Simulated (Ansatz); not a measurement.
Input file:

```yaml
crystal:
  periodic: [false, false, false]
  atoms:
    - {symbol: Si, position_ang: [-0.124629, 0.000001, 1.681959]}
    - {symbol: As, position_ang: [0.057778, 0.000000, -0.667422]}
    - {symbol: H, position_ang: [0.561776, -1.209969, 2.222531]}
    - {symbol: H, position_ang: [0.561775, 1.209971, 2.222530]}
    - {symbol: H, position_ang: [-0.972792, -1.104005, -0.850585]}
    - {symbol: H, position_ang: [-0.972793, 1.104003, -0.850586]}
basis:
  gaussian: {orbitals: cc-pVDZ, fitting: {mean_field: def2-universal-jkfit}, point_charges: [{charge: -0.50, position_ang: [3.441, -0.781, -0.265]}]}
magnetization: {spin_polarized: false, initial_magnetization: 3}
hamiltonian: {pseudopotentials: {relativity: scalar}}
correlation: {method: mp4, electrons: outside_noble_gas}
scf: {lower_state_search: off}
```

```sh
$ ansatz run in.yaml --threads 1 --pin off --events-out ev --progress --plain --max-ram 2393MiB
```

Q: How does this run end?

A: Refused. The input was made wrong on purpose (a method name that the input doesn't accept), so the run isn't a sound calculation of what was asked.
```
Error: YAML parse error: error: line 14 column 23: unknown variant `mp4`, expected one of mp2, rpa, ccsd, ccsd_t, bccd, bccd_t, ccsdt, ccsdt_q, ccsdt_q_b, ccsdtq, fci, sc_nevpt2, fic_nevpt4_sd, fic_mrcisd_q, fic_mrcisd_q_relaxed
  --> <input>:14:23
   |
12 | magnetization: {spin_polarized: false, initial_magnetization: 3}
13 | hamiltonian: {pseudopotentials: {relativity: scalar}}
14 | correlation: {method: mp4, electrons: outside_noble_gas}
   |                       ^ unknown variant `mp4`, expected one of mp2, rpa, ccsd, ccsd_t, bccd, bccd_t, ccsdt, ccsdt_q, ccsdt_q_b, ccsdtq, fci, sc_nevpt2, fic_nevpt4_sd, fic_mrcisd_q, fic_mrcisd_q_relaxed
15 | scf: {lower_state_search: off}
   |
```
